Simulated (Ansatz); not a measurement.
`C#CSC`, relaxed with RKS PBE-D4/def2-SVP in Ansatz from a rough embedded geometry. The force threshold is 0.03 eV/Å; the program also tests the step.

Total charge 0; spin multiplicity 1.

Start:

```xyz
8

C     1.635    0.949   -1.271
C     0.927    0.007   -0.884
S    -0.047   -1.329   -0.412
C    -1.001   -0.443    0.800
H     2.195    1.775   -1.516
H    -0.402   -0.108    1.653
H    -1.589    0.338    0.385
H    -1.718   -1.190    1.246
```

| step | energy (eV) | largest force (eV/Å) | largest move (Å) |
| --- | --- | --- | --- |
| 1 | -13994.6170 | 3.533 | 0.000 |
| 2 | -13994.7922 | 0.758 | 0.102 |
| 3 | -13994.8156 | 0.179 | 0.028 |
| 4 | -13994.8201 | 0.035 | 0.043 |
| 5 | -13994.8202 | 0.021 | 0.004 |

End:

```xyz
8

C     1.670    0.962   -1.285
C     0.943    0.049   -0.897
S    -0.015   -1.257   -0.423
C    -1.064   -0.478    0.865
H     2.308    1.765   -1.624
H    -0.442   -0.102    1.699
H    -1.669    0.341    0.432
H    -1.734   -1.279    1.234
```

Run time 6 s (2 threads of an Arm Neoverse V1 on a shared host); peak host memory 0.11 GiB.
